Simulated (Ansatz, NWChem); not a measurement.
## Worked example: vertical ionisation energy of C2H3F3 (SMILES FCC(F)F)

C2H3F3 has 8 atoms, charge 0, and is taken as a singlet. SMILES: `FCC(F)F`. Geometry: relaxed at PBE0-D4/def2-TZVP. This is one conformer, not always the lowest.

Both states at this one shape; open shells run unrestricted unless said. 1 Eh = 27.2114 eV.

```
                             level  program  singlet C2H3F3 (Eh)  doublet [C2H3F3]+ (Eh)
                          HF/3-21G   Ansatz          -373.747446             -373.279323
                    B3LYP/6-311G**   NWChem          -377.642699             -377.195021
B3LYP/6-31G* (Cartesian functions)   Ansatz          -377.520226             -377.083383
                     PBE0/def2-SVP   Ansatz          -376.869141             -376.420723
```

Q: Work out the vertical ionisation energy at each level.

A: 
1. HF/3-21G: -373.279323 − (-373.747446) = 0.468123 Eh = 12.74 eV.
2. B3LYP/6-311G**: -377.195021 − (-377.642699) = 0.447678 Eh = 12.18 eV.
3. B3LYP/6-31G* (Cartesian functions): -377.083383 − (-377.520226) = 0.436843 Eh = 11.89 eV.
4. PBE0/def2-SVP: -376.420723 − (-376.869141) = 0.448418 Eh = 12.20 eV.

No measured value is set beside it here; the levels span 11.89 to 12.74 eV.
